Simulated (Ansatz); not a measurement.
Ansatz input

```yaml
crystal:
  lattice:
    - [2.9675070039, 0.0, 0.0]
    - [-1.483753502, 2.5699364513, 0.0]
    - [0.0, 0.0, 4.6952516453]
  atoms:
    - { symbol: Ti, position: [0.3333333333, 0.6666666667, 0.25], spin: 1.0, spin_axis: [0, 0, 1] }
    - { symbol: Ti, position: [0.6666666667, 0.3333333333, 0.75], spin: 1.0, spin_axis: [0, 0, 1] }
hamiltonian:
  xc: rpbe
  pseudopotentials:
    kind: paw_fr
    azcp:
      Ti: "pseudopotentials/Ti.paw.azcp"
basis:
  ecutwfc: 420
  fft_grid_basis: typed
kpoints:
  mp_grid: { grid: [12, 12, 7], shift: [0, 0, 0] }
magnetization:
  noncollinear: true
  spin_orbit: true
scf:
  occupations: { method: fermi_dirac, width: 0.05 }
```

Output

```
Engine: ansatz 0.2.0, aarch64-unknown-linux-gnu
Pseudopotentials: kind: paw_fr
Pseudopotential: Ti, paw_fr, valence charge 12, recommended cutoff 420 eV (normal) 
Functional definition: RPBE
  parameter kappa = 0.804
  parameter beta = 0.06672455060314922
  exchange = rpbe_x(kappa = kappa, mu = beta*pi^2/3)
  correlation = pbe_c(beta = beta)
Crystal: 2 atoms, lattice volume = 35.807 Å³
Basis set: ecut = 420 eV, 687 PW (Γ)
Bands: 32, of which v1, the nominal top of the filled ones, is band 24 counted from 1 (23 counted from 0)
Symmetry: 12 space group operations + 12 with time reversal
Magnetic group: BNS 194.270 (UNI 1500), of the structure as read, at distance tolerance 3.3e-5 Å
k-points: 76 of 1008 (time reversal used)
Projection manifold: j_resolved (fully-relativistic pseudo-atomic orbitals)
Non-local potential: Ti, projectors of the file, l = 0: 3, l = 1: 4, l = 2: 6, l = 3: 2
PAW form: soft (Blöchl's): semilocal exchange-correlation on the pseudo side does not see the compensation charge
PAW frozen core: Ti, regenerated for the run's functional, and the local potential with it (the file was generated under x = pbe(κ = 0.804, μ = 0.2195149727645171), c = pbe(β = 0.06672455060314922))
PAW one-centre angular grid: Ti, 590 points (default); XC on its mesh's 2605 points in the sphere
Initial density: superposition of atomic densities (chi_scale 0.1, normalization cell)
Starting moments: Σ|m| = 2 μB on 2 of 2 sites
Initial wavefunctions: pseudopotential atomic-orbital guess
Functional: x = rpbe, c = pbe(β = 0.06672455060314922)
SCF iter   1: F=—  HF=-5008.270838 eV  |F-HF|=—  |Δ(HF+E_count)|=         —  Δρ=1.01e-1  dr2=1.16e0  dr2_m=8.45e-1  ethr=3.10e-3  |M|=6.08e-1 ∫|m|=6.08e-1 μB  |m|>n=0.0e0 m-floor=0.0e0 τ_xc=2.2e-49  β_m=0.30  ⟨swp⟩=6.1  Hψ=11720  notcnv=0
SCF iter   2: F=—  HF=-5008.162143 eV  |F-HF|=—  |Δ(HF+E_count)|=   1.09e-1  Δρ=7.59e-2  dr2=4.80e-1  dr2_m=4.73e-1  ethr=3.10e-3  |M|=5.08e-1 ∫|m|=5.08e-1 μB  |m|>n=0.0e0 m-floor=0.0e0 τ_xc=2.4e-21  β_m=0.30  ⟨swp⟩=2.0  Hψ=3879  notcnv=0  defer=3
SCF iter   3: F=—  HF=-5008.115708 eV  |F-HF|=—  |Δ(HF+E_count)|=   4.64e-2  Δρ=5.52e-2  dr2=2.12e-2  dr2_m=2.50e-1  ethr=2.00e-3  |M|=4.53e-1 ∫|m|=4.53e-1 μB  |m|>n=0.0e0 m-floor=0.0e0 τ_xc=3.3e-21  β_m=0.30  ⟨swp⟩=3.5  Hψ=4945  notcnv=0  defer=3
SCF iter   4: F=—  HF=-5008.162050 eV  |F-HF|=—  |Δ(HF+E_count)|=   4.63e-2  Δρ=4.44e-2  dr2=1.80e-2  dr2_m=1.62e-1  ethr=8.85e-5  |M|=3.49e-1 ∫|m|=3.49e-1 μB  |m|>n=0.0e0 m-floor=0.0e0 τ_xc=3.8e-21  β_m=0.30  ⟨swp⟩=2.9  Hψ=5751  notcnv=0
SCF iter   5: F=—  HF=-5008.182514 eV  |F-HF|=—  |Δ(HF+E_count)|=   2.05e-2  Δρ=3.44e-2  dr2=7.33e-5  dr2_m=9.70e-2  ethr=7.48e-5  |M|=2.88e-1 ∫|m|=2.88e-1 μB  |m|>n=0.0e0 m-floor=0.0e0 τ_xc=3.7e-21  β_m=0.30  ⟨swp⟩=3.0  Hψ=4755  notcnv=0
SCF iter   6: F=—  HF=-5008.198828 eV  |F-HF|=—  |Δ(HF+E_count)|=   1.63e-2  Δρ=2.70e-2  dr2=1.70e-5  dr2_m=6.00e-2  ethr=3.05e-7  |M|=2.33e-1 ∫|m|=2.33e-1 μB  |m|>n=0.0e0 m-floor=0.0e0 τ_xc=3.2e-21  β_m=0.30  ⟨swp⟩=2.2  Hψ=4558  notcnv=0
...
iter 14 did not close the SCF: its close was put off for a magnetic moment that had not settled (scf_convergence_deferred on its scf_iter line)
SCF iter  14: F=-5008.226685 eV  HF=-5008.226685 eV  |F-HF|=7.31e-9  |Δ(HF+E_count)|=   8.96e-7  Δρ=1.50e-5  dr2=4.75e-8  dr2_m=1.84e-8  ethr=4.17e-10  |M|=1.79e-4 ∫|m|=2.65e-4 μB  |m|>n=0.0e0 m-floor=0.0e0 τ_xc=3.6e-26  β_m=0.82  ⟨swp⟩=1.1  Hψ=7149  notcnv=0
iter 15 did not close the SCF: its close was put off for a magnetic moment that had not settled (scf_convergence_deferred on its scf_iter line)
SCF iter  15: F=-5008.226685 eV  HF=-5008.226685 eV  |F-HF|=8.94e-10  |Δ(HF+E_count)|=   4.38e-8  Δρ=2.59e-6  dr2=3.40e-10  dr2_m=5.52e-10  ethr=1.98e-10  |M|=1.02e-5 ∫|m|=4.24e-5 μB  |m|>n=0.0e0 m-floor=0.0e0 τ_xc=1.2e-27  β_m=0.91  ⟨swp⟩=1.0  Hψ=7042  notcnv=0
SCF iter  16: F=-5008.226685 eV  HF=-5008.226685 eV  |F-HF|=1.91e-11  |Δ(HF+E_count)|=   1.77e-9  Δρ=2.83e-7  dr2=3.37e-12  dr2_m=6.59e-12  ethr=1.42e-12  |M|=1.64e-6 ∫|m|=4.59e-6 μB  |m|>n=0.0e0 m-floor=0.0e0 τ_xc=4.2e-29  ⟨swp⟩=1.0  Hψ=7221  notcnv=0
WARN: the starting moments were not kept: the SCF closed with an absolute magnetisation of 4.5e-6 μB, where they sum to 2 μB in size (2 sites). That is at most 0.1 of that sum. Measured as dr2_m measures the in/out step, that magnetisation stands 2.4e-12 eV from none, at or under the dr2_threshold of 1.0e-7 eV: it is no larger than a step whose dr2_m would equal this threshold. The system may hold no moment; this SCF shows only that its start led to no more than that. To try another start: raise the starting moments (crystal.atoms[].spin, magnetization.per_species, magnetization.initial_magnetization, or on a non-collinear deck that types none of these the spinor_matrix: blocks that start its atoms; where the total moment is fixed, keep their sum and leave initial_magnetization as it is; typed ones take the place of any that the run laid by itself, positive ones on a crystal's lanthanoids without a Hubbard term where scf.initial_density.shell_occupations: [] is typed) or, if the notice of its spin-set hold's release reads "site moments contracting" or "site moments show no strong build", lengthen the hold (scf.mixing.spin_hold: { on: { confirm: 4 } }; for m-r²SCAN on two components see the key's manual first). Each may lead to a state that holds a moment. A second SCF, from the converged charge density, with the starting moments and any scf.initial_density.shell_occupations laid on it anew, would have followed, and was not run: the deck does not ask for one (magnetization.retry_lost_moments is false, the default). To let it run, set magnetization.retry_lost_moments: true and run the deck again, where that key's refused combinations let it; where memory then withholds it, that run's warning says so.
SCF 1 converged in 16 iterations: F = -5008.226685 eV  dr2 = 3.37e-12
SCF converged after 16 iterations
Stability not checked: this state was not tested for a lower state beside it, because this non-collinear magnet's GGA is evaluated by the locally collinear projection, under which the energy is not smooth in the magnetisation (locally_collinear_gga; see scf.lower_state_search)
Magnetization: |M| = 0.0000 μB,  M = (+0.0000, -0.0000, -0.0000) μB
Absolute magnetization: 0.0000 μB (∫|m|, with the PAW one-centre terms)
  site 0: m = (-0.0000, +0.0000, -0.0000) μB, |m| = 0.0000 μB  (R = 1.20 Å)
  site 1: m = (+0.0000, -0.0000, -0.0000) μB, |m| = 0.0000 μB  (R = 1.20 Å)
Free energy (F): -5008.226685 eV
Harris-Foulkes:  -5008.226685 eV  (|F-HF|=1.91e-11)
Internal energy: -5008.209029 eV  (E = F + TS)
E sigma→0 (E₀):  -5008.217857 eV
Entropy (-TS):   -0.017656 eV (-8.828 meV/atom)
Fermi energy:    13.029798 eV
--- Per-component energies (eV) ---
  E_band       = -325.812923
  E_kinetic    = 543.320619
  E_local      = -1656.714253  (includes V_loc(G=0)·N_el)
  E_nonlocal   = 13.835595
  E_hartree    = 678.709490
  E_xc         = -194.915706
  E_vxc        = -243.249498  (∫ρ·V_xc dr)
  E_paw        = -2103.453866  (= ΣΔE_a)
  E_vpaw       = -340.424529  (= ΣTr[D̂ρ^β])
  E_aug_tail   = 0.000253  (compensation charges beyond the density's cutoff)
  E_ewald      = -2288.886528
  E_core_change = -0.104634  (= ΣΔE_core)
  E_smearing   = -0.017656  (= −TS)
  E_closure    = 0.000000  (closes the sum)
  Σ components = -5008.226685   (vs F -5008.226685, Δ=0.00e0)
```
